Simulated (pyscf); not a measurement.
Thermochemistry of product channels of `[F][Mo]([F])([F])([F])([F])[F]` + `[H]` [doublet] on the doublet surface, in eV, from ωB97M-D3(BJ)/def2-TZVP energies (ideal gas, 1 atm, RRHO with modes under 100 cm⁻¹ raised to 100, one conformer, R ln 2 for chiral ones without a mode under 150 cm⁻¹). Optimised with ωB97X-D3(BJ)/def2-SVP in PySCF.

| products | ΔE | ΔH(298 K) | ΔG(600 K) | ΔG(1200 K) |
|---|---|---|---|---|
| `[F]` [doublet] + `[F][MoH]([F])([F])([F])[F]` | +2.18 | +2.32 | +2.10 | +1.93 |
| `[FH]` + `[F][Mo]([F])([F])([F])[F]` [doublet] | -2.44 | -2.27 | -2.72 | … |

Problem. Some entries are withheld; supply them.

Solution. 
- `[FH]` + `[F][Mo]([F])([F])([F])[F]` [doublet], ΔG(1200 K): -3.10

These are energies of the channels, which say nothing of barriers. Left out: orbital degeneracy and the spin-orbit lowering of F. Open-shell species with a d-block atom are single-reference here; other states, and whether the spin sits on metal or ligand, were not checked. Elements past Kr carry the def2 core potentials, without spin-orbit coupling.
